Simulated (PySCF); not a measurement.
Molecule: Isopropyl Isocyanide ([N+](#[C-])C(C)C, C4H7N).

Atoms are numbered as in `[C-:1]#[N+:2][CH:3]([CH3:4])[CH3:5]`. Each H is labelled by its parent atom.

Geometry PBE0-D3(BJ)/def2-SVP throughout; GIAO in PySCF, gas phase, one conformer, non-relativistic; equivalent atoms averaged; functional PBE0.

For orientation, 6-31G* gives these shifts δ (against TMS, NH3 at the same level): C1 161.8, C3 42.3, C4/C5 23.6, N2 171.6, H(C3) 3.59, H(C4)/H(C5) 1.29 ppm.

A run gave: C1 183.3, C3 44.2, C4/C5 27.4, N2 206.8, H(C3) 3.68, H(C4)/H(C5) 1.67 ppm (shifts δ (against TMS, NH3 at the same level)).

Which basis set was used in that run?
A. aug-cc-pVDZ
B. def2-SVP
C. pcSseg-2
D. pcSseg-0
E. IGLO-III

Results:

D. H(C4)/H(C5) tells them apart best: pcSseg-0 gives 1.67, pcSseg-2 gives 1.25, def2-SVP gives 1.22, aug-cc-pVDZ gives 1.34, IGLO-III gives 1.26 ppm.
